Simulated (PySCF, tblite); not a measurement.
Complex of sulfur difluoride and cyanide

A gas-phase complex of sulfur difluoride and cyanide; charge -1, singlet. The structure comes from a short search (5 tight-binding starts) and was relaxed by PBE0-D3(BJ)/def2-TZVPD; another way of binding may lie lower. No frequency run checks that it is a minimum.

Parts: 1 = sulfur difluoride (FSF), atoms 1–3; 2 = cyanide ([C-]#N), atoms 4–5, charge -1.

```xyz
5

F     1.106   -0.649   -0.195
S     0.193    0.891    0.444
F    -1.118    0.120   -0.183
C    -0.925    2.215    0.935
N    -1.496    3.150    1.321
```
Atom numbers follow the order of the file, from 1.

Contacts between parts, classed by geometry: S2···C4 1.800 Å (bond); F1–S2···N5 2.953 Å (chalcogen bond, 174°).

The parts are joined by the bond S2–C4, so these are energies of forming such bonds; deforming the relaxed parts to their shape in the adduct costs 26.3 kcal/mol, which the interaction energies leave out.

Interaction energies are complex less parts, with the parts frozen as they stand in it; counterpoise-corrected, in kcal/mol (PySCF). The CCSD(T) estimate is Hartree-Fock/aug-cc-pVQZ, plus the MP2 correlation part extrapolated as X⁻³ from aug-cc-pVTZ and aug-cc-pVQZ, plus CCSD(T) less MP2 in aug-cc-pVDZ; noble-gas cores are frozen. It isn't the exact limit.

```csv
level,interaction,superposition error removed
Hartree-Fock/aug-cc-pVQZ,-52.75,-
wB97M-D3(BJ)/def2-TZVPD,-59.42,-0.83
PBE0-D3(BJ)/def2-TZVPD,-68.63,-0.84
MP2/aug-cc-pVQZ,-64.61,-1.14
```

Question: What does CCSD(T) at its estimated basis limit give, and which of these levels comes nearest?

Answer: -60.33 kcal/mol. wB97M-D3(BJ)/def2-TZVPD is nearest, off by +0.91; the errors are Hartree-Fock/aug-cc-pVQZ +7.58, wB97M-D3(BJ)/def2-TZVPD +0.91, PBE0-D3(BJ)/def2-TZVPD -8.29, MP2/aug-cc-pVQZ -4.28.

Question: What holds them together? Decompose the wB97M-D3(BJ)/def2-TZVPD energy: frozen parts, their antisymmetrised product, then relaxation.

Answer: electrostatic -189.1, Pauli repulsion +322.9, orbital relaxation -192.7, dispersion correction -1.4 kcal/mol, which sum to the value before the counterpoise correction; the Pauli term holds the exchange-correlation of the frozen density too. Of the attraction, 50 % is orbital relaxation, 49 % is electrostatic, 0 % is dispersion correction.

The parts were also relaxed and run alone, at the levels used for the complex: shieldings by PBE0/aug-pcSseg-2; core levels by delta-SCF with SCAN, aug-pcX-2 on the ionised atom and aug-pcseg-1 elsewhere, spin-free X2C (2p3/2 is the spin-free 2p value less a third of a first-order spin-orbit splitting).

Values alone: F1–S2 bond (Å): 1.591; shielding of S2 (ppm): -916.1; shielding of C4 (ppm): 16.9; shielding of N5 (ppm): -42.2; shielding of F1 (ppm): 348.6; S2 2p3/2 core level (eV): 174.12; C4 1s core level (eV): 283.86; N5 1s core level (eV): 397.50.

Question: What does binding change?

Answer: 
```csv
property,alone,in the complex,change
F1–S2 bond (Å),1.591,1.901,+0.311
shielding of S2 (ppm),-916.1,-20.8,+895.3
shielding of C4 (ppm),16.9,38.5,+21.6
shielding of N5 (ppm),-42.2,-45.5,-3.3
shielding of F1 (ppm),348.6,132.4,-216.1
S2 2p3/2 core level (eV),174.12,167.00,-7.12
C4 1s core level (eV),283.86,286.84,+2.99
N5 1s core level (eV),397.50,399.81,+2.31
```

The core-hole states of C4, N5 are spin-contaminated (⟨S²⟩ 0.83, 0.80 against 0.75 for a pure doublet), so those values and differences from them are less sure.
